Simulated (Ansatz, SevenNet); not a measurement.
1T (CdI2-type) PtSe2: properties by level of theory

Reference values: lattice constant a 3.727 Å (measured, temperature not stated, no zero-point or thermal correction; as tabulated in Björkman (2014), arXiv:1406.2436); lattice parameter c 5.074 Å (measured, temperature not stated, zero-point anharmonic expansion removed (computed with revB86b-DF2); no thermal correction; as tabulated in Björkman (2014), arXiv:1406.2436).

| level (code) | lattice parameter a (Å) | c axis length (Å) |
|---|---|---|
| SevenNet-l3i5 | 3.745 | 6.501 |
| r²SCAN (Ansatz) | 3.717 | 5.831 |
| HSE06 (Ansatz) | 3.695 | 6.560 |
| HSE06-D3(BJ) (Ansatz) | 3.717 | 4.781 |
| PBE0 (Ansatz) | 3.692 | 6.608 |

Differences from the reference values (errors of the level alone only where the reference is corrected to a static lattice):

```tsv
level	lattice constant a (%)	lattice parameter c (%)
SevenNet-l3i5	+0.48	+28
r²SCAN	-0.27	+14.9
HSE06	-0.86	+29
HSE06-D3(BJ)	-0.27	-5.77
PBE0	-0.94	+30
```

Nearest: lattice constant a, not ranked (reference at room or unstated temperature); lattice parameter c, not ranked (reference at room or unstated temperature).

Machine-learned potentials (SevenNet-l3i5) are trained on DFT data: a solid inside that data is no test of them.

Caveats: exact exchange on metals is sensitive to the k mesh and can open a false gap (HSE06-D3(BJ)); for a layered or molecular solid the relaxed cell lies over 5 % above the published volume, where the minimum can be shallow (r²SCAN); the cell comes from a level without a dispersion term, which matters for the spacing of layers, chains or molecules (r²SCAN, HSE06, PBE0); the cell moved over 20 % in volume from its start (SevenNet-l3i5). Ansatz's density-functional and Hartree–Fock values are scalar-relativistic unless marked +SOC, with PAW data made under PBE.

Differences are worked out from the printed values.

Ansatz is a quantum-chemistry and plane-wave program.
